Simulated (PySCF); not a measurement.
# C2HF3O (SMILES FC1OC1(F)F) at B2PLYP/aug-cc-pVDZ

What is the vertical ionisation energy of C2HF3O at B2PLYP/aug-cc-pVDZ? Input form: a Python script.

The results are computed with PySCF 2.14.0.

10 further runs of the same task are left out: 8 that didn't finish, 2 set aside as unsound or not needed.

### 1 The system as given

The species is C2HF3O (7 atoms), meant as a singlet with charge 0. As SMILES, `FC1OC1(F)F`. Geometry: relaxed at PBE0-D4/def2-TZVP.

Bond lengths: F1–C2 1.334 Å, C2–O3 1.424 Å, C2–C4 1.445 Å, O3–C4 1.366 Å, C4–F5 1.322 Å, C4–F6 1.326 Å, C2–H7 1.086 Å. Some angles: F1–C2–O3 115.2°, F1–C2–C4 119.8°, O3–C2–C4 56.8°, C2–O3–C4 62.4°, C2–C4–O3 60.8°, C2–C4–F5 121.9°, C2–C4–F6 123.1°, O3–C4–F5 116.9°, O3–C4–F6 116.4°, F5–C4–F6 109.4°.

### 2 The energy at B2PLYP/aug-cc-pVDZ

input.xyz

```xyz
7
C2HF3O
F     -0.633400    -1.685800     0.231100
C     -0.181400    -0.473900     0.556500
O      1.148600    -0.190200     0.135600
C      0.132100     0.478800    -0.484100
F     -0.069200     0.209600    -1.763100
F      0.091600     1.791700    -0.299600
H     -0.427000    -0.198200     1.577800
```

calc.py

```python
from pyscf import gto, dft, mp

mol = gto.M(
    atom='input.xyz',
    max_memory=40,
    charge=0,
    verbose=3,
    basis='aug-cc-pvdz',
)

mf = dft.RKS(mol, xc='0.53*HF + 0.47*B88, 0.73*LYP')
mf.grids.level = 4
mf.conv_tol = 1e-08
mf.direct_scf_tol = 1e-10
mf.max_cycle = 60
mf.kernel()

pt = mp.MP2(mf, frozen=6).run()
etot = mf.e_tot + 0.27 * pt.e_corr
print('PT2 part  %.8f' % (0.27 * pt.e_corr))
print('E = %.10f Eh' % etot)
```

Command:

```console
$ OMP_NUM_THREADS=1 python calc.py
```

The log of the run:

```text
converged SCF energy = -450.89459126957

E(RMP2) = -452.182893723959  E_corr = -1.28830245438985
E(SCS-RMP2) = -452.130186006796  E_corr = -1.23559473722661
PT2 part  -0.34784166
E = -451.2424329323 Eh
```

Wall time 67 s (1 thread of Arm Neoverse V1, shared host); peak memory 0.59 GiB.

### 3 The doublet cation at the same level

calc.py

```python
from pyscf import gto, dft, mp

molecule = gto.M(
    atom=[
    ('F', (-0.633400, -1.685800, 0.231100)),
    ('C', (-0.181400, -0.473900, 0.556500)),
    ('O', (1.148600, -0.190200, 0.135600)),
    ('C', (0.132100, 0.478800, -0.484100)),
    ('F', (-0.069200, 0.209600, -1.763100)),
    ('F', (0.091600, 1.791700, -0.299600)),
    ('H', (-0.427000, -0.198200, 1.577800)),
],
    spin=1,
    max_memory=40,
    basis='aug-cc-pvdz',
    charge=1,
    verbose=3,
)

mf = dft.UKS(molecule)
mf.xc = '0.53*HF + 0.47*B88, 0.73*LYP'
mf.direct_scf_tol = 1e-10
mf.grids.level = 4
mf.conv_tol = 1e-08
mf.max_cycle = 60
mf.kernel()

pt = mp.MP2(mf, frozen=6).run()
etot = mf.e_tot + 0.27 * pt.e_corr
print('PT2 part  %.8f' % (0.27 * pt.e_corr))
print('E = %.10f Eh' % etot)
```

Command:

```console
$ OMP_NUM_THREADS=1 python calc.py
```

The log of the run:

```text
WARN: HOMO -0.312098730681448 >= LUMO -0.312098730681449

converged SCF energy = -450.441942356592  <S^2> = 0.7588919  2S+1 = 2.0088722
E(UMP2) = -451.742820965792  E_corr = -1.30087860920028
E(SCS-UMP2) = -451.684053286736  E_corr = -1.24211093014434
PT2 part  -0.35123722
E = -450.7931795811 Eh
```

Run time: 2.7 min. Hardware: 1 thread of Arm Neoverse V1, shared host; peak memory 0.63 GiB.

### 4 Results

At B2PLYP/aug-cc-pVDZ, 6 core orbitals frozen:

| quantity | value |
| --- | --- |
| singlet C2HF3O: total energy | -451.24243 Eh |
| singlet C2HF3O: dipole moment (SCF part) | 1.98 D |
| singlet C2HF3O: HOMO energy (SCF part's orbitals) | -11.16 eV |
| singlet C2HF3O: LUMO energy (SCF part's orbitals) | 0.30 eV |
| singlet C2HF3O: HOMO–LUMO gap (SCF part's orbitals) | 11.46 eV |
| doublet cation: total energy | -450.79318 Eh |
| doublet cation: HOMO energy (SCF part's orbitals) (highest over α and β) | -20.00 eV |
| doublet cation: LUMO energy (SCF part's orbitals) (lowest over α and β) | -13.48 eV |
| doublet cation: ⟨S²⟩ | 0.759 |
| vertical ionisation energy (to the doublet cation) | 12.225 eV |

**Reading.** Removing an electron at fixed nuclei costs 12.22 eV (282 kcal/mol). −ε(HOMO) before ionisation, 11.16 eV, is 1.07 eV below this ionisation energy. Mulliken charges (doublet cation) run from -0.41 on O3 to +1.49 on C4; in a basis this large or diffuse they mean little.
